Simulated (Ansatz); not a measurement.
# C₄H₄O₂: one species, many methods

An exercise on one series of results from a longer session: the logs are not shown, and one member is left open.

The runs use Ansatz 0.2.0, Gaussian basis; functionals in def2-TZVPP, the program's frozen cores in correlated methods.

Plan: PBE-D4, r2SCAN-D4, PBE0-D4, B3LYP-D4, ωB97X-V, ωB97M-V, B2PLYP; CCSD(T)/def2-TZVPP; MP2/def2-QZVPP; extrapolation to the limit.

### Structure used throughout

An earlier PBE0-D4 in a triple-zeta def2 set relaxation fixed the geometry.

SMILES `OC=C=C1CO1`, 10 atoms, charge 0, spin multiplicity 1.

Atoms are counted from 1 here; the program's logs count them from 0.

Bond lengths: O1–C2 1.354 Å, O1–H7 0.964 Å, C2–C3 1.307 Å, C2–H8 1.086 Å, C3–C4 1.287 Å, C4–C5 1.435 Å, C4–O6 1.358 Å, C5–O6 1.459 Å, C5–H9 1.086 Å, C5–H10 1.086 Å. Angles: C2–O1–H7 108.4°, O1–C2–C3 126.5°, O1–C2–H8 111.0°, C3–C2–H8 122.6°, C2–C3–C4 177.0°, C3–C4–C5 156.7°, C3–C4–O6 140.4°, C5–C4–O6 62.9°, C4–C5–O6 56.0°, C4–C5–H9 120.1°, C4–C5–H10 119.9°, O6–C5–H9 114.5°, O6–C5–H10 114.5°, H9–C5–H10 116.5°, C4–O6–C5 61.1°.

The first run:

File in.yaml:

```yaml
crystal:
  periodic: [false, false, false]
  atoms:
    - {symbol: O, position_ang: [1.041359, -2.599857, 0.340664]}
    - {symbol: C, position_ang: [-0.079348, -1.842597, 0.274013]}
    - {symbol: C, position_ang: [-0.132685, -0.537857, 0.215713]}
    - {symbol: C, position_ang: [-0.237069, 0.740812, 0.116960]}
    - {symbol: C, position_ang: [-0.320876, 2.008137, -0.549890]}
    - {symbol: O, position_ang: [-0.337304, 1.845809, 0.899921]}
    - {symbol: H, position_ang: [1.806031, -2.013169, 0.345665]}
    - {symbol: H, position_ang: [-0.969306, -2.464470, 0.278403]}
    - {symbol: H, position_ang: [0.577019, 2.478184, -0.940844]}
    - {symbol: H, position_ang: [-1.264721, 2.333908, -0.977605]}
basis:
  gaussian: {orbitals: def2-TZVPP}
hamiltonian: {xc: pbe, dispersion: d4}
output: {forces: true, orbitals: {seedname: orbitals}}
```

On the command line:

```bash
$ ansatz run in.yaml --threads 4 --pin off --events-out ev --progress --plain --max-ram 10444MiB
```

Among the steps run: PBE-D4 (GGA); r2SCAN-D4 (meta-GGA); PBE0-D4 (hybrid); B3LYP-D4 (hybrid); ωB97X-V (range-separated); ωB97M-V (range-separated); B2PLYP (double hybrid); CCSD(T) in def2-TZVPP; MP2 in def2-QZVPP.

One of the session's tables, all rows but one given; the rest of the session is left out.

It belongs to the step «Atomisation energies». 

```
            method  atoms, summed (eV)  atomisation energy (eV)
            PBE-D4           -8250.538                   47.240
         r2SCAN-D4           -8257.258                   45.334
           PBE0-D4                   ?                        ?
          B3LYP-D4           -8262.440                   44.898
           ωB97X-V           -8259.341                   44.859
           ωB97M-V           -8259.100                   44.999
            B2PLYP           -8256.109                   44.473
     HF/def2-TZVPP           -8228.734                   30.128
    MP2/def2-TZVPP           -8243.640                   44.967
   CCSD/def2-TZVPP           -8246.765                   42.321
CCSD(T)/def2-TZVPP           -8247.141                   43.390
           MP2/CBS           -8246.457                   46.262
       CCSD(T)/CBS           -8249.958                   44.684
```

**Question.** Estimate the row for PBE0-D4.

The run gave: atoms, summed (eV): -8252.202; atomisation energy (eV): 45.522. In the column «atoms, summed (eV)» it lies between B2PLYP (-8256.109) and PBE-D4 (-8250.538).
